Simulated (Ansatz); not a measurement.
**CCl2: ionisation energy by level of theory**

One table from this session's results is given with a row withheld; the runs are named, their logs left out.

Method: unrestricted cation, the program's frozen cores in correlated methods; program: Ansatz 0.2.0, Gaussian basis.

Plan: UKS PBE-D4/def2-TZVPP; UKS r2SCAN-D4/def2-TZVPP; UKS PBE0-D4/def2-TZVPP; UKS B3LYP-D4/def2-TZVPP; UKS wB97X-V/def2-TZVPP; UKS wB97M-V/def2-TZVPP; UKS B2PLYP/def2-TZVPP; UHF-CCSD(T)/def2-TZVPP; UHF-CCSD(T)/def2-QZVPP; extrapolation to the limit; then −ε(HOMO) from the neutral's earlier runs with LDA (SPW92), PBE-D4, revPBE-D4, BLYP-D4, r2SCAN-D4, B97M-V, PBE0-D4, B3LYP-D4, r2SCANh-D4, r2SCAN0-D4, HSE06-D4, BHLYP-D4, CAM-B3LYP-D4, LC-ωPBE, ωB97X-V, ωB97M-V.

**The geometry**

The geometry comes from an earlier relaxation with PBE0-D4 in a triple-zeta def2 set; it is a stationary point.

3 atoms, charge 0, spin multiplicity 1.

Atoms are counted from 1 here; the program's logs count them from 0.

Bond lengths: Cl1–C2 1.708 Å, C2–Cl3 1.708 Å. Angles: Cl1–C2–Cl3 109.5°.

Coordinates:

| atom | x (Å) | y (Å) | z (Å) |
| --- | --- | --- | --- |
| Cl1 | 1.2367 | -0.3293 | 0.6443 |
| C2 | -0.2316 | -0.5851 | -0.1898 |
| Cl3 | -1.0051 | 0.9145 | -0.4545 |

The first run:

Input file in.yaml:

```yaml
crystal:
  periodic: [false, false, false]
  atoms:
    - {symbol: Cl, position_ang: [1.236737, -0.329343, 0.644283]}
    - {symbol: C, position_ang: [-0.231611, -0.585136, -0.189822]}
    - {symbol: Cl, position_ang: [-1.005126, 0.914479, -0.454461]}
basis:
  gaussian: {orbitals: def2-TZVPP}
total_charge: 1
magnetization: {spin_polarized: true, initial_magnetization: 1}
hamiltonian: {xc: pbe, dispersion: d4}
```

Launch:

```bash
ansatz run in.yaml --threads 2 --pin off --events-out ev --progress --plain --max-ram 32768MiB --backend cuda --devices 0, --max-vram 18GiB
```

Among the steps run: Cation, UKS PBE-D4/def2-TZVPP; Cation, UKS r2SCAN-D4/def2-TZVPP; Cation, UKS PBE0-D4/def2-TZVPP; Cation, UKS B3LYP-D4/def2-TZVPP; Cation, UKS wB97X-V/def2-TZVPP; Cation, UKS wB97M-V/def2-TZVPP; Cation, UKS B2PLYP (frozen core)/def2-TZVPP; Cation, UHF-CCSD(T)/def2-TZVPP; Cation, UHF-CCSD(T)/def2-QZVPP.

One table of the session follows, with a row left open; its other results are not shown here.

It belongs to the step «Ionisation energies side by side». Orbital estimates, from the neutral's runs:

```
  functional  −ε(HOMO) (eV)
 LDA (SPW92)           6.20
      PBE-D4           6.11
   revPBE-D4           6.07
     BLYP-D4           6.00
   r2SCAN-D4              ?
      B97M-V           6.57
     PBE0-D4           7.49
    B3LYP-D4           7.27
  r2SCANh-D4           6.94
  r2SCAN0-D4           7.70
    HSE06-D4           7.09
    BHLYP-D4           8.80
CAM-B3LYP-D4           8.89
     LC-ωPBE          10.25
     ωB97X-V           9.91
     ωB97M-V           9.76
```

Estimate the missing values for r2SCAN-D4.

Worked estimate for «−ε(HOMO) (eV)». Against the share of exact exchange, r2SCANh-D4 (0.1, 6.94), r2SCAN0-D4 (0.25, 7.70) give a slope of 5.07 per unit share; at 0 the line stands at 6.43.

**Answer.** −ε(HOMO) (eV): 6.43. In «−ε(HOMO) (eV)» the line misses by 0.00.
